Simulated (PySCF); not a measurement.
C5H7F.
InChI=1S/C5H7F/c1-3-5(2)4-6/h1,4H2,2H3

Level of theory: TDDFT wB97X-D/def2-SVPD, vertical, gas phase, core orbitals frozen in the response in PySCF. The structure is a single PBE0-D3(BJ)/def2-SVP conformer in the gas phase; no vibrational or solvent corrections. Torsions of this conformer, `[CH2:1]=[C:2]=[C:3]([CH3:4])[CH2:5][F:6]`: C2–C3–C5–F6 -127°.

```tsv
state	E (eV)	λ (nm)	f	main configurations (H = HOMO, L = LUMO)
S1	5.81	213.3	0.0000	H→L+1 (84%)
S2	6.29	197.1	0.0003	H-1→L (79%)
S3	7.18	172.6	0.175	H→L (74%), H-1→L+1 (12%)
S4	7.26	170.9	0.023	H→L+2 (84%)
S5	7.61	162.9	0.078	H-1→L+2 (83%), H-1→L+3 (9%)
S6	7.80	158.9	1.052	H-1→L+1 (70%), H→L (12%)
```

The lowest singlet comes at 213 nm (561 kJ/mol) in the ultraviolet; it is dark (f under 0.0005); its leading configuration is HOMO→LUMO+1 (84%). The strongest level in the table is S6 at 7.80 eV (159 nm, f = 1.052). It is the last of those listed, so stronger ones may follow. Löwdin shares by element: HOMO carbon 80% or more (atoms not listed hold the other 20%); LUMO carbon 69% or more (atoms not listed hold the other 31%). Weighted by f, the mean energy of these states is 7.70 eV. Of the 6 states listed, 4 reach f = 0.01 and 2 stay under 0.0005. The listed states span 1.99 eV, and the widest gap between neighbours is 0.89 eV (S2 to S3). No computed singlet lies in the visible range (380 to 750 nm); the lowest, at 213 nm, stands 2.55 eV above its violet end (3.26 eV). The window holds the lowest 6 singlets.
